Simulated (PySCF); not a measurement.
# (Z)-acetaldoxime (C2H5NO): NMR shifts and spin-spin couplings

Wanted: the NMR shifts and spin-spin couplings of (Z)-acetaldoxime (C2H5NO) (`C/C=N\O`), by calculation.

The runs use PySCF 2.14.0, with density-fitted response routines of our own; the level of theory stands in each step. All values are computed, except where a source is named. Atoms are numbered from 0 throughout.

## Step 1: The molecule as given

9 atoms, charge 0, multiplicity 1; geometry from: GFN2-xTB.

Bonds of the start (Å): C0–C1 1.49, C1–N2 1.26, N2–O3 1.40, C0–H4 1.09, C0–H5 1.09, C0–H6 1.09, C1–H7 1.08, O3–H8 0.97.

## Step 2: NMR shieldings: PBE0/pcSseg-1

Job settings and geometry (Å):

```
{"job": {"kind": "nmr", "xc": "PBE0", "basis": "pcSseg-1"}, "charge": 0, "multiplicity": 1}
C     -1.036819    -0.310183     0.318705
C     -0.113534     0.723127    -0.227785
N      1.123290     0.630482    -0.451318
O      1.730638    -0.592512    -0.154777
H     -0.493648    -1.228109     0.526024
H     -1.829961    -0.510728    -0.400210
H     -1.497388     0.056229     1.235051
H     -0.526003     1.692023    -0.477278
H      2.656987    -0.454336    -0.393591
```

Level: GIAO PBE0/pcSseg-1 NMR shielding, non-relativistic, gas phase.

The log of the run:

```text
coarse grid: 7424 points
cycle   1  E = -208.7893735246  dE =  4.144e-01  |g| = 5.181e-01  |ddm| = 2.557e+00
cycle   2  E = -208.7392967275  dE =  5.008e-02  |g| = 7.440e-01  |ddm| = 7.777e-01
cycle   3  E = -208.8377436330  dE = -9.845e-02  |g| = 1.123e-01  |ddm| = 4.886e-01
cycle   4  E = -208.8401979763  dE = -2.454e-03  |g| = 2.985e-02  |ddm| = 9.735e-02
cycle   5  E = -208.8403913167  dE = -1.933e-04  |g| = 1.130e-02  |ddm| = 2.866e-02
cycle   6  E = -208.8404137352  dE = -2.242e-05  |g| = 5.499e-03  |ddm| = 1.051e-02
cycle   7  E = -208.8404200306  dE = -6.295e-06  |g| = 4.843e-04  |ddm| = 3.936e-03
final grid: 71480 points
cycle   8  E = -208.8722402878  dE = -1.514e-05  |g| = 8.276e-03  |ddm| = 1.628e-02
cycle   9  E = -208.8722237782  dE =  1.651e-05  |g| = 1.264e-02  |ddm| = 1.240e-02
cycle  10  E = -208.8722540670  dE = -3.029e-05  |g| = 1.365e-03  |ddm| = 7.435e-03
cycle  11  E = -208.8722544445  dE = -3.775e-07  |g| = 7.917e-05  |ddm| = 8.664e-04
cycle  12  E = -208.8722544456  dE = -1.062e-09  |g| = 4.984e-05  |ddm| = 1.157e-04
cycle  13  E = -208.8722544460  dE = -4.310e-10  |g| = 2.716e-05  |ddm| = 5.441e-05
converged SCF energy = -208.8722544460

GIAO shielding tensors (ppm)
atom      isotropic    diamagn.    paramagn.     s11        s22        s33       span
  0 C      174.397     249.479     -75.081    150.908    185.436    186.848     35.940
  1 C       38.763     249.961    -211.198    -78.784     68.996    126.078    204.862
  2 N     -154.184     317.013    -471.197   -431.167   -118.976     87.592    518.760
  3 O      105.670     390.434    -284.764    -78.630    178.927    216.712    295.343
  4 H       28.652      29.546      -0.894     23.865     29.301     32.790      8.925
  5 H       30.327      28.741       1.586     26.788     27.767     36.426      9.638
  6 H       30.328      28.746       1.581     26.793     27.770     36.420      9.627
  7 H       24.980      29.580      -4.600     22.872     24.163     27.905      5.033
  8 H       24.656      32.134      -7.478     20.587     23.531     29.850      9.263
```

Run time: 5.4 s. Hardware: 1 thread, shared host.

Shifts follow as δ = σ(reference) − σ, with reference shieldings (ppm) from runs at the same level and on the same kind of geometry: 1H TMS 31.72, 13C TMS 186.9, 15N NH3 267.7, 17O H2O 336.1. The references are single molecules in the gas phase, so shifts against H2O, NH3, PH3, H3PO4 or CFCl3 are not on the usual liquid scales and can be off by tens of ppm. Atoms listed in one row are averaged.

```
     atoms                  environment  σ (ppm)  δ (ppm)  δ scaled to CDCl3
        C1                   C=N carbon     38.8    148.2              142.7
        C0                methyl carbon    174.4     12.5               10.3
        H8    hydrogen on a N–OH oxygen    24.66     7.06                  –
        H7     hydrogen on a C=N carbon    24.98     6.74               6.46
H4, H5, H6  hydrogen on a methyl carbon    29.77     1.95               1.94
        N2               oxime nitrogen   -154.2    421.9                  –
        O3                  N–OH oxygen    105.7    230.4                  –
```

The scaled column applies a straight-line fit of computed shieldings to shifts measured in CDCl3 (root-mean-square error 0.16 ppm for H, 1.9 ppm for C).

The run also stored atomic charges by several schemes (e):

```
atoms  Mulliken    IAO  Hirshfeld  ESP fit
   C0     -0.27  -0.46      -0.12    -0.13
   C1     -0.03  -0.01       0.02     0.41
   N2     -0.16  -0.12      -0.11    -0.47
   O3     -0.33  -0.44      -0.17    -0.38
```

Mayer bond orders: C0–C1 1.02, C1–N2 1.92, N2–O3 0.96.

## Step 3: J couplings: B3LYP/pcJ-1

The job, as its differences from that of step 2:

```diff
@@ -1,2 +1,2 @@
-{"job": {"kind": "nmr", "xc": "PBE0", "basis": "pcSseg-1"}, "charge": 0, "multiplicity": 1}
+{"job": {"kind": "j", "xc": "B3LYP", "basis": "pcJ-1"}, "charge": 0, "multiplicity": 1}
 C     -1.036819    -0.310183     0.318705
```

With the program's defaults for keys left out, this is: B3LYP/pcJ-1 indirect spin-spin coupling, non-relativistic, gas phase.

The log of the run:

```text
coarse grid: 7424 points
cycle   1  E = -209.0438682165  dE =  3.850e-01  |g| = 5.879e-01  |ddm| = 2.342e+00
cycle   2  E = -208.9546768323  dE =  8.919e-02  |g| = 9.203e-01  |ddm| = 9.327e-01
cycle   3  E = -209.1025904476  dE = -1.479e-01  |g| = 1.460e-01  |ddm| = 6.123e-01
cycle   4  E = -209.1066515486  dE = -4.061e-03  |g| = 4.450e-02  |ddm| = 1.291e-01
cycle   5  E = -209.1070543993  dE = -4.029e-04  |g| = 1.887e-02  |ddm| = 4.079e-02
cycle   6  E = -209.1071195632  dE = -6.516e-05  |g| = 7.379e-03  |ddm| = 1.620e-02
cycle   7  E = -209.1071305151  dE = -1.095e-05  |g| = 6.800e-04  |ddm| = 4.967e-03
cycle   8  E = -209.1071305990  dE = -8.397e-08  |g| = 2.787e-04  |ddm| = 5.423e-04
final grid: 71480 points
cycle   9  E = -209.1469700458  dE = -8.674e-05  |g| = 4.565e-03  |ddm| = 1.163e-02
cycle  10  E = -209.1469684043  dE =  1.641e-06  |g| = 5.163e-03  |ddm| = 6.985e-03
cycle  11  E = -209.1469743802  dE = -5.976e-06  |g| = 9.525e-04  |ddm| = 3.811e-03
cycle  12  E = -209.1469744641  dE = -8.395e-08  |g| = 6.432e-04  |ddm| = 7.730e-04
cycle  13  E = -209.1469745357  dE = -7.159e-08  |g| = 6.196e-05  |ddm| = 3.414e-04
cycle  14  E = -209.1469745363  dE = -6.024e-10  |g| = 3.437e-05  |ddm| = 6.846e-05
cycle  15  E = -209.1469745365  dE = -2.334e-10  |g| = 7.285e-06  |ddm| = 2.463e-05
converged SCF energy = -209.1469745365

Indirect spin-spin couplings (Hz)
  i      j    bonds     total        FC       PSO       DSO        SD
  0 C    1 C    1     40.357    40.908    -1.501     0.200     0.749
  0 C    2 N    2      0.949     0.362     0.565     0.032    -0.010
  0 C    3 O    3     -6.212    -6.671     0.503    -0.004    -0.039
  0 C    4 H    1    138.002   136.105     1.022     0.659     0.216
  0 C    5 H    1    133.610   131.495     1.321     0.609     0.185
  0 C    6 H    1    133.691   131.577     1.320     0.608     0.186
  0 C    7 H    2      8.263     8.438     0.187    -0.367     0.005
  0 C    8 H    4     -0.327    -0.143     0.466    -0.617    -0.033
  1 C    2 N    1     -3.583    -8.860     7.955    -0.069    -2.609
  1 C    3 O    2     -5.459    -6.057     2.267     0.039    -1.708
  1 C    4 H    2     -6.229    -6.011    -0.107    -0.139     0.027
  1 C    5 H    2     -6.557    -6.682     0.097    -0.123     0.151
  1 C    6 H    2     -6.528    -6.651     0.096    -0.123     0.151
  1 C    7 H    1    186.821   185.724    -0.039     0.920     0.215
  1 C    8 H    3     10.858    11.423     0.553    -0.952    -0.167
  2 N    3 O    1    -22.327   -22.999    -0.443     0.041     1.074
  2 N    4 H    3     -1.722    -2.242     0.337     0.056     0.128
  2 N    5 H    3     -2.823    -2.824    -0.157     0.183    -0.024
  2 N    6 H    3     -2.816    -2.819    -0.157     0.184    -0.023
  2 N    7 H    2    -22.303   -23.661     1.220     0.153    -0.015
  2 N    8 H    2     -3.903    -4.849     0.603     0.173     0.170
  3 O    4 H    4      0.290     0.131     0.342    -0.228     0.045
  3 O    5 H    4     -0.802    -1.035     0.051     0.137     0.046
  3 O    6 H    4     -0.806    -1.041     0.051     0.138     0.046
  3 O    7 H    3    -11.412   -11.834     0.299     0.374    -0.251
  3 O    8 H    1    -75.662   -66.971    -8.347    -0.259    -0.085
  4 H    5 H    2    -13.529   -13.834     2.848    -2.751     0.207
  4 H    6 H    2    -13.468   -13.771     2.852    -2.755     0.206
  4 H    7 H    3     11.940    12.120     2.904    -3.027    -0.058
  4 H    8 H    5     -0.243    -0.033     2.190    -2.338    -0.062
  5 H    6 H    2    -19.757   -20.119     2.909    -2.786     0.240
  5 H    7 H    3      3.528     3.541     0.753    -0.852     0.086
  5 H    8 H    5     -0.580    -0.367     1.919    -2.124    -0.008
  6 H    7 H    3      3.555     3.566     0.747    -0.846     0.087
  6 H    8 H    5     -0.577    -0.364     1.921    -2.126    -0.008
  7 H    8 H    4     -0.914    -0.564     2.394    -2.680    -0.064
```

Wall time 13 s (1 thread, shared host).

Couplings of 1 Hz or more, nine at most for each number of bonds, with means over like pairs (isotopes 13C, 1H, 15N, 17O):

```
 pair  bonds  J (Hz)  Fermi contact (Hz)  dihedral (°)
C1–H7      1   186.8               185.7             –
C0–H4      1   135.1               133.1             –
O3–H8      1   -75.7               -67.0             –
C0–C1      1    40.4                40.9             –
N2–O3      1   -22.3               -23.0             –
C1–N2      1    -3.6                -8.9             –
N2–H7      2   -22.3               -23.7             –
H4–H5      2   -15.6               -15.9             –
C0–H7      2     8.3                 8.4             –
C1–H4      2    -6.4                -6.4             –
C1–O3      2    -5.5                -6.1             –
N2–H8      2    -3.9                -4.8             –
O3–H7      3   -11.4               -11.8          -180
C1–H8      3    10.9                11.4          -180
H4–H7      3     6.3                 6.4             –
C0–O3      3    -6.2                -6.7             0
N2–H4      3    -2.5                -2.6             –
```

Quadrupole couplings from the field gradients of the same density:

```
atom  isotope  eQq/h (MHz)     η
  O3      17O        -12.9  0.90
  N2      14N       -6.570  0.52
```

Shifts (PBE0/pcSseg-1, scaled to CDCl3 for protons on carbon, raw for the others) and these couplings together give the proton spectrum at 400 MHz below. H–H couplings in it are scaled by factors fitted to measured ones, so they differ from the table.

1H NMR δ 7.06 (br s, 1H), 6.46 (q, J = 5.8 Hz, 1H), 1.94 (d, J = 5.8 Hz, 3H).

## Step 4: Results

```
                                                              quantity                    value
                                13C shifts against TMS (PBE0/pcSseg-1)          148.2, 12.5 ppm
1H shifts against TMS (PBE0/pcSseg-1, means over atoms taken as alike)     7.06, 6.74, 1.95 ppm
                                15N shifts against NH3 (PBE0/pcSseg-1)                421.9 ppm
                                17O shifts against H2O (PBE0/pcSseg-1)                230.4 ppm
                           largest coupling of the table (B3LYP/pcJ-1)  1J(C,H) C1–H7, 186.8 Hz
```

In words: At PBE0/pcSseg-1: Shielding is most anisotropic at N2 (span 519 ppm, paramagnetic term -471 ppm). Of the pairs tabulated at B3LYP/pcJ-1, C1–H7 couples most strongly (186.8 Hz; Fermi contact 185.7 Hz).
